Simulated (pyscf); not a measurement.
H₃C–Ga(CH₃)–NH₂ + H₂C=CH₂ -> H₃C–CH₂–CH₂–Ga(CH₃)–NH₂, gas phase, singlet surface. Optimised with ωB97X-D3(BJ)/def2-SVP in PySCF. ΔG in kcal/mol from ωB97M-D3(BJ)/def2-TZVP energies (ideal gas, 1 atm, RRHO with modes under 100 cm⁻¹ raised to 100, one conformer, R ln 2 for chiral ones without a mode under 150 cm⁻¹).

| T (K) | ΔG |
|---|---|
| 298 | -7.9 |
| 600 | ? |
| 900 | +15.4 |
| 1200 | +26.7 |

Task: Fit a line to the three values, predict ΔG at 600 K, and estimate where the reaction turns unfavourable at 1 atm of each gas.

Result: Least squares gives ΔG = -19.3 + 38.4 × T/1000 K, so ΔS is about -161 J/(mol K) and ΔH about -19.3 kcal/mol over this range (ΔH at 298 K: -19.5). At 600 K the line gives +3.7; the computed value is +3.9. ΔG = 0 falls near 500 K; 1 kcal/mol in the energy moves that by 26 K. This is thermodynamics alone and says nothing of the barrier. Elements up to Kr have no core potential and no relativistic terms here.
